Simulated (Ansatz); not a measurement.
Base system: InAs in the zinc blende structure (space group F-43m, No. 216).

```
InAs
1.0
    0.00000     3.04346     3.04346
    3.04346     0.00000     3.04346
    3.04346     3.04346     0.00000
As In
1 1
Direct
  0.75000   0.75000   0.75000
  0.00000   0.00000   0.00000
```

Calculations: PBEsol (Ansatz, a quantum-chemistry and plane-wave program, PAW, no SOC).

Perturbation: every In is replaced by Al, then cell and atoms are relaxed.

Measured lattice parameter a: InAs 6.047 Å (static lattice; corrected from measurement; as listed in Daniel Mejia-Rodriguez, S. B. Trickey, Phys. Rev. B (2018)); AlAs 5.649 Å (static lattice; corrected from measurement; as listed in Daniel Mejia-Rodriguez, S. B. Trickey, Phys. Rev. B (2018)).

**Question.** How well does PBEsol reproduce the measured shift?

**Answer.** With PBEsol the lattice parameter a moves by -0.412 Å (6.087 → 5.675) against -0.398 Å measured.

No phonon test of stability was made. All final runs are without spin polarisation.
